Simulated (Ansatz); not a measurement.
Reaction (SMILES): ClO (OH-Cl) → [OH] (OH) + Cl atom
B3LYP-D3(BJ)/def2-TZVP geometries, fixed; electronic energies without zero-point terms.

Energies in hartree at CCSD(T) with Ansatz (an electronic-structure program); the bond dissociation energy is their sum with the coefficients shown, times 627.509 kcal/mol a hartree. All functions are spherical. Cores are frozen. Open shells are unrestricted. No added dispersion term, no relativity.

| species | coefficient | part | cc-pV(D+d)Z | cc-pV(T+d)Z | cc-pV(Q+d)Z |
|---|---|---|---|---|---|
| OCl (OH-Cl) | -1 | Hartree-Fock | -534.87542 | -534.92059 | -534.93096 |
| OCl (OH-Cl) | -1 | correlation | -0.36081 | -0.47710 | -0.51560 |
| [OH] (OH) | +1 | Hartree-Fock | -75.39364 | -75.41896 | -75.42557 |
| [OH] (OH) | +1 | correlation | -0.16571 | -0.21873 | -0.23601 |
| Cl atom | +1 | Hartree-Fock | -459.47140 | -459.48556 | -459.48916 |
| Cl atom | +1 | correlation | -0.13264 | -0.18800 | -0.20533 |

### Question
Predict the bond dissociation energy in cc-pV(5+d)Z (X = 5): let each Hartree-Fock step shrink by the ratio of the last two, and fit each correlation energy at X = 3 and 4 to E + A/X^3. Compare with the run.

### Answer

- OCl (OH-Cl): steps -0.04517 and -0.01037, ratio 0.230, so Hartree-Fock -534.93335 (run: -534.93342); A = (-0.47710 - (-0.51560))/(1/27 - 1/64) = 1.7981, correlation -0.51560 - A/64 + A/125 = -0.52931 (run: -0.52892).
- [OH] (OH): steps -0.02532 and -0.00661, ratio 0.261, so Hartree-Fock -75.42730 (run: -75.42742); A = (-0.21873 - (-0.23601))/(1/27 - 1/64) = 0.8070, correlation -0.23601 - A/64 + A/125 = -0.24216 (run: -0.24215).
- Cl atom: steps -0.01416 and -0.00360, ratio 0.254, so Hartree-Fock -459.49007 (run: -459.48973); A = (-0.18800 - (-0.20533))/(1/27 - 1/64) = 0.8094, correlation -0.20533 - A/64 + A/125 = -0.21150 (run: -0.21087).
Predicted 57.50 kcal/mol; the run in cc-pV(5+d)Z gives 57.84, a miss of -0.34. Keeping the value in cc-pV(Q+d)Z, 56.78, would miss by -1.05. All sums are of the energies as printed.
